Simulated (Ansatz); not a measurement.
# BSiPH (sextet): wave-function methods side by side, cc-pVDZ

The task here is to estimate one member of a computed series from the others.

Program: Ansatz 0.2.0, Gaussian basis. Level of theory: cc-pVDZ, core rule «outside noble gas», up to 11 orbitals frozen. These are calculated values, not measurements.

To be run: UHF; CCSD(T) on ROHF; CCSD(T) on UHF; BCCD(T) on ROHF; CISD; CCSDT(Q) on ROHF; CCSDT(Q) on UHF; CASSCF and NEVPT2, 13 electrons in 11 orbitals.

20 further runs of the same task are left out: 8 that didn't finish, 12 set aside as unsound or not needed.

### The geometry

The geometry is a PBE0/def2-TZVP stationary point (not a proven minimum) of the parent state, kept for this charge and spin.

4 atoms, charge 0, spin multiplicity 6.

Atoms are counted from 1 here; the program's logs count them from 0.

Bond lengths: B1–Si2 1.909 Å, B1–P3 1.756 Å, Si2–H4 1.489 Å. Angles: Si2–B1–P3 174.7°, B1–Si2–H4 123.1°.

The first run:

Input file in.yaml:

```yaml
crystal:
  periodic: [false, false, false]
  atoms:
    - {symbol: B, position_ang: [-0.000235, -0.216621, -0.738904]}
    - {symbol: Si, position_ang: [0.000057, -0.360027, 1.164652]}
    - {symbol: P, position_ang: [0.000067, -0.246140, -2.494670]}
    - {symbol: H, position_ang: [0.000110, 0.822787, 2.068922]}
basis:
  gaussian: {orbitals: cc-pVDZ}
magnetization: {spin_polarized: true, initial_magnetization: 5}
hamiltonian: {xc: hf}
output: {orbitals: {seedname: orbitals}}
```

On the command line:

```sh
> ansatz run in.yaml --threads 1 --pin off --events-out ev --progress --plain --max-ram 2393MiB
```

Among the steps run: UHF; CCSD(T) on ROHF; CCSD(T) on UHF; BCCD(T) on ROHF; CISD; CCSDT(Q) on ROHF; CCSDT(Q) on UHF; CASSCF and NEVPT2, 13 electrons in 11 orbitals.

One of the session's tables, all rows but one given; the rest of the session is left out.

| method | from UCCSDT(Q) (meV) |
| --- | --- |
| ROHF | +6859.9 |
| UHF | +6613.8 |
| RMP2 | +1449.6 |
| UMP2 | +1500.2 |
| CISD | +836.8 |
| RCCSD | +269.9 |
| UCCSD | +263.9 |
| RCCSD(T) | +61.1 |
| UCCSD(T) | +60.5 |
| BCCD(T) | ? |
| RCCSDT | +14.5 |
| UCCSDT | +13.3 |
| RCCSDT(Q) | +1.1 |
| UCCSDT(Q) | 0 |
| CASSCF frontier | +5914.0 |
| NEVPT2 frontier | +1682.2 |

Estimate the missing values for BCCD(T).

**Answer.** from UCCSDT(Q) (meV): +60.0. In the column «from UCCSDT(Q) (meV)» it lies between RCCSDT (+14.5) and UCCSD(T) (+60.5).

Caveats from the session: Restricted and unrestricted rows rest on different reference determinants; where their highest levels disagree by more than a few hundredths of an eV, they describe different states and don't form one ladder.
